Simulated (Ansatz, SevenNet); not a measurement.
Voigt–Reuss–Hill shear modulus (GPa) of 36 elemental solids other than molecular ones, computed with the machine-learned potential SevenNet-l3i5 (trained on PBE and PBE+U data) and with PBE (plane waves, PAW; Ansatz, a program for electronic structure). The set holds measured phases with no doubt noted on the run or the magnetic state but for the caveats below. 7 more of the class have both values but aren't in it, for one of these reasons: built or high-temperature cells, doubts on the run or the magnetic state, unlike cells, values of zero, layered or molecular crystals. Solids without a value at one level (not run, failed, or a magnetic order lost), or held back for tests, aren't counted.

Every twentieth of the way through the set, in order of the shift (worked out from unrounded values):

```tsv
solid	SevenNet-l3i5	PBE	shift (%)
bcc Ba	10.3	5.76	-44
white tin (β-Sn)	11.5	9.64	-16.1
fcc Pt	56.9	53.6	-5.8
hcp Sc	33.0	32.1	-2.8
fcc Ca	7.18	8.54	+19.0
diamond-structure Si	48.1	62.3	+29
fcc Cu	40.2	52.4	+30
fcc Al	17.6	24.3	+38
bcc Fe	55.2	86.9	+57
fcc Ir	123	221	+80
hcp Mg	10.8	20.1	+86
hcp Y	14.2	26.5	+87
hcp Hf	25.5	56.2	+120
hcp Os	114	263	+131
hcp Ru	84.8	197	+132
body-centred tetragonal In	2.04	5.00	+144
hcp Be	61.2	162	+165
double-hcp La	6.25	17.0	+172
α-phase Ga	9.95	30.1	+202
hcp Cd	4.48	13.6	+204
hcp Tl	0.95	4.74	+398
```

The shift from SevenNet-l3i5 to PBE has a median of +84 %, and eight in ten lie between -10.6 % and +190 %; PBE is the larger in 30 of 36. Each level is at its own cell, so the shift holds the change of volume too.

Ansatz's runs of these crystals have no spin polarisation, but for bcc Fe, hcp Co, fcc Ni.

Density-functional runs with spin start from parallel moments for bcc Fe, parallel moments for hcp Co, parallel moments for fcc Ni.

Spin–orbit coupling is left out, also for the solids with elements from indium on (body-centred tetragonal In, fcc Pt, hcp Os, bcc Ba, white tin (β-Sn), double-hcp La, hcp Tl, fcc Ir, hcp Re, hcp Hf and 3 more); its size isn't shown.

Each level is taken at its own relaxed cell. Ansatz's density-functional and Hartree–Fock values are scalar-relativistic unless marked +SOC, with PAW data made under PBE.
